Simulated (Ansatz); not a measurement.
Born–Oppenheimer molecular dynamics of AlClH4O (7 atoms, charge 0, multiplicity 1). It starts at the highest image of a converged band, a first-order saddle point between two minima.

The calculation used RKS LDA/def2-mTZVP in Ansatz.

```json
{
  "ensemble": "NVE (velocity Verlet)",
  "time step": "0.5 fs",
  "steps asked": "200",
  "starting velocities drawn for": "300 K",
  "seed": "9772"
}
```

First frame:

```xyz
7
Properties=species:S:1:pos:R:3
Al 0.043 0.264 0.028
O -0.050 -0.031 1.838
H -0.916 -0.303 2.204
H 1.368 -0.137 -0.729
Cl -1.860 -0.042 -0.821
H 0.105 1.888 0.743
H -0.032 1.209 1.557
```

What does the run give?

The run went to its last step.

* steps done: 200
* time covered: 100 fs
* mean temperature over the second half: 838 K
* spread of the potential energy over the second half: 10.3 meV per atom
* mean potential energy of the second half above the start: -49.8 meV per atom

The conserved energy stayed within 0.65 meV per atom of its start (net change -0.56 meV per atom), so the integration is sound. The kinetic energy rose, since the run started high on the potential surface and went downhill. It ends in pieces (AlClH2O + H2), so much of that is their flight and rotation, not heat. A run of 0.1 ps of so small a system gives no equilibrium averages. The orbitals stay closed-shell, which can raise the energy where a bond breaks towards radicals; this wasn't checked here.

What happens to the structure?

Between its relaxed ends the band would form Al1–H6, O2–H7 and break H6–H7. These pairs go: Al1–H6 1.78 → 5.85 Å, O2–H7 1.27 → 7.38 Å, H6–H7 1.07 → 0.78 Å. In the last frame they stand as before the step (other bonds may differ from the relaxed reactants and products). Also parted: Al1–H7 1.80 → 6.59 Å. It ends as AlClH2O + H2. Pairs count as bonded within 1.25 times the sum of covalent radii (0.12 Å more for H–H). This is one draw of velocities; another would differ in detail.

How do temperature and energy run in time?


```tsv
time (fs)	T (K)	potential energy less start (eV)	conserved less start (meV/atom)
0.0	300	0.000	0.00
3.0	197	0.067	0.06
6.0	136	0.107	0.09
9.0	258	0.027	0.02
12.0	218	0.053	-0.03
15.0	321	-0.014	-0.06
18.0	433	-0.085	0.06
21.0	687	-0.250	0.01
24.0	725	-0.271	0.45
27.0	996	-0.451	-0.07
30.0	1077	-0.503	-0.12
33.0	943	-0.413	0.38
36.0	945	-0.416	0.14
39.0	1101	-0.521	-0.51
42.0	989	-0.449	-0.48
45.0	752	-0.290	0.27
48.0	936	-0.415	-0.52
51.0	980	-0.443	-0.54
54.0	737	-0.281	0.16
57.0	710	-0.262	0.44
60.0	863	-0.364	-0.08
63.0	924	-0.405	-0.19
66.0	829	-0.341	0.18
69.0	807	-0.326	0.20
72.0	1042	-0.484	-0.61
75.0	1002	-0.458	-0.63
78.0	730	-0.276	0.26
81.0	848	-0.356	-0.24
84.0	934	-0.412	-0.39
87.0	759	-0.296	0.06
90.0	633	-0.211	0.60
93.0	731	-0.278	0.06
96.0	884	-0.380	-0.38
99.0	815	-0.335	-0.24
```

Time of the run: 2.2 min on 2 threads of Arm Neoverse V1, with other jobs on the host, peak memory 0.14 GiB.
